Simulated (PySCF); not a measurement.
# C3H2ClNS: the cost of one run

Computed with PySCF 2.14.0 and routines of our own; the level stands in each step. Atoms count from 0.

### Step 1. The starting structure

8 atoms, charge 0, multiplicity 1; geometry from: BHandHLYP/def2-SVP.

### Step 2. Excited-state relaxation: TDA BHandHLYP/def2-SVP

Job settings and geometry (Å):

```
{"job": {"kind": "xopt", "state": "S1", "method": "TDA", "freq": false, "xc": "BHandHLYP", "basis": "def2-SVP", "grid": 1}, "charge": 0, "multiplicity": 1}
Cl    -1.975309     0.189705     2.082036
C     -0.676361     0.068394     0.964456
C     -0.838837    -0.043742    -0.379703
S      0.706839    -0.140938    -1.118017
C      1.427262    -0.023333     0.440948
N      0.598985     0.080075     1.420530
H     -1.760328    -0.072474    -0.940581
H      2.504601    -0.038512     0.560952
```

Level: TDA BHandHLYP/def2-SVP excited-state geometry optimisation, gas phase.

On the command line:

```console
OMP_NUM_THREADS=1 python excited_run.py task.json out
```

One launch serves the whole session: the jobs run in the order shown.

Q: Estimate the wall time and peak memory of this first job on 1 thread of Arm Neoverse V1, shared host.

About 59 s, with a peak of 0.58 GiB.
